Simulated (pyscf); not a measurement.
A first-order saddle from PySCF, ωB97X-D3(BJ)/def2-SVP:

```xyz
9

O      0.7633     0.2787     0.7073
Ta    -0.8576    -0.1997     0.0364
Cl    -0.8314    -1.8620    -1.5522
Cl    -2.5251     1.3701     0.2407
Cl    -1.5608    -1.5404     1.7824
N      0.0535     1.0923    -1.4453
H      0.8912     0.8664    -0.2477
H      0.3573     0.7108    -2.3397
H     -0.3191     2.0267    -1.6068
```

Surface: singlet, charge 0. Lowest wavenumbers (cm⁻¹): 1348i, 60, 75, 128, 141.

Q: Which two sides does it connect, and which bonds change?

A: O=Ta(Cl)(Cl)–Cl (SMILES [O]=[Ta]([Cl])([Cl])[Cl]) + NH₃ (SMILES N) ⇌ H₂N–Ta(OH)(Cl)(Cl)–Cl (SMILES [NH2][Ta]([OH])([Cl])([Cl])[Cl]), an addition across a multiple bond or ene-type step read from left to right: H–N broken and H–O, N–Ta formed. At ωB97M-D3(BJ)/def2-TZVP it lies +70.0 kJ/mol from the left side and +110.4 kJ/mol from the right (each side as separated species at their lowest minima found). On the reactant side the descent ends in an adduct with a N–Ta contact, 118.4 kJ/mol under the separated species and 177.0 kJ/mol under the saddle at ωB97X-D3(BJ)/def2-TZVP. What is counted as formed (N–Ta) is already present as a longer contact in the reactant adduct; forming that adduct is a step of its own. At the saddle there is also a short H–Ta contact that neither side keeps. At ωB97X-D3(BJ) the barrier from the zero used here is 58.5 kJ/mol. This is the saddle that the search found; another between the same sides may lie lower. Elements past Kr carry the def2 core potentials, without spin-orbit coupling.
